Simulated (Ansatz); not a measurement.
**One elementary step**

Start structure (Si2H8S, singlet), relaxed at PBE0-D4/def2-TZVP:

| atom | x (Å) | y (Å) | z (Å) |
| --- | --- | --- | --- |
| Si1 | -1.5152 | 0.2255 | -0.0206 |
| Si2 | 0.4011 | 1.2832 | -0.8452 |
| H3 | -1.7370 | -1.0828 | -0.6875 |
| H4 | -1.4251 | 0.0287 | 1.4498 |
| H5 | -2.6865 | 1.1030 | -0.3012 |
| H6 | 2.0526 | -2.1462 | 0.3234 |
| S7 | 1.0123 | -2.4339 | 1.1199 |
| H8 | 0.2723 | 1.5016 | -2.3119 |
| H9 | 1.6308 | 0.4841 | -0.5986 |
| H10 | 0.5688 | 2.6090 | -0.1893 |
| H11 | 1.4258 | -1.5721 | 2.0609 |

The step: Si₂H₆ ([SiH3][SiH3]) + H₂S → SiH₄S ([SiH3][SH]) + SiH₄; bonds formed: Si1–S7, Si2–H6; bonds broken: Si1–Si2, H6–S7. Program: Ansatz 0.2.0. Basis: def2-TZVPP and def2-QZVPP. Cores are frozen in the correlated methods. Extrapolation: Hartree–Fock as exp(−7.88 √X), correlation as X^−2.97. Energies below are by CCSD(T) at an estimated basis limit (MP2 extrapolated from triple and quadruple zeta, plus CCSD(T) − MP2 in triple zeta).

(1) What are the electronic barrier and the energy of the step, from the start structure to the end structure? (An estimate is asked for; the value comes from the calculation.)

No T1 diagnostic of these runs exceeds 0.015.

Answers

(1) Computed: Barrier 51.81 kcal/mol; step energy -12.59 kcal/mol (downhill); reverse barrier, their difference, 64.40 kcal/mol. Barrier and step energy count from the start structure, the reverse barrier from the end structure.

The saddle point: One imaginary mode of 1089i cm⁻¹.
```tsv
pair	start (Å)	saddle (Å)	end (Å)
Si1–S7	3.84	2.53	2.14
Si2–H6	3.98	1.80	1.48
Si1–Si2	2.34	2.57	4.03
H6–S7	1.34	1.80	3.86
```

Zero-point energy (harmonic, PBE0-D4): ZPE is 40.73 kcal/mol at the start and 40.38 kcal/mol at the saddle, so the barrier goes from 51.81 to 51.46 kcal/mol.

Labels in which every atom is bracketed show which atoms are joined, not bond orders.

For scale, one of the runs: CCSD(T)/def2-TZVPP, 238 basis functions (an equivalent command: `ansatz run in.yaml --threads 4`). The run took 66 s on 4 CPU threads (shared host), with 4 GiB of host memory at its peak.
